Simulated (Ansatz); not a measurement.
The input, for Ansatz 0.2.0:

```yaml
crystal:
  periodic: [false, false, false]
  atoms:
    - {symbol: B, position_ang: [0.000000, 0.000000, 1.572934]}
    - {symbol: C, position_ang: [0.000000, 0.000000, -0.251066]}
    - {symbol: H, position_ang: [0.000000, 0.000000, -1.321868]}
basis:
  gaussian: {orbitals: 6-31G}
magnetization: {spin_polarized: true, initial_magnetization: 2}
hamiltonian: {xc: {name: B3LYP}}
```

```sh
$ ansatz run in.yaml --threads 1 --pin off --events-out ev --progress --plain --max-ram 2393MiB
```

Log:

```
285 factors; integrals over basis functions are off by at most 2.9e-4 eV
mean field evaluation 1: about -1720.7111 eV, gradient 1.3e1 eV
mean field evaluation 2: about -1718.7340 eV, gradient 2.1e1 eV
mean field evaluation 4: about -1721.6435 eV, gradient 3.4e-1 eV
mean field evaluation 8: about -1721.6437 eV, gradient 2.4e-3 eV
mean field evaluation 16: about -1721.6137 eV, gradient 4.2e-1 eV
mean field -1721.64373826 eV, -63.2692404089 hartree, gradient 1.4e-5 eV, S^2 2.011810; 1 other end points of the search recorded, 0 dependent functions left out
reference -1721.64390698 eV, -63.2692466094 hartree; 7, 5 occupied and 13, 15 virtual orbitals, 285 factors
Total energy: -1721.64390698 eV, -63.2692466094 hartree
```

Ran on 1 thread of Arm Neoverse V2, shared host: 0.36 s wall, 0.14 GiB peak host memory.
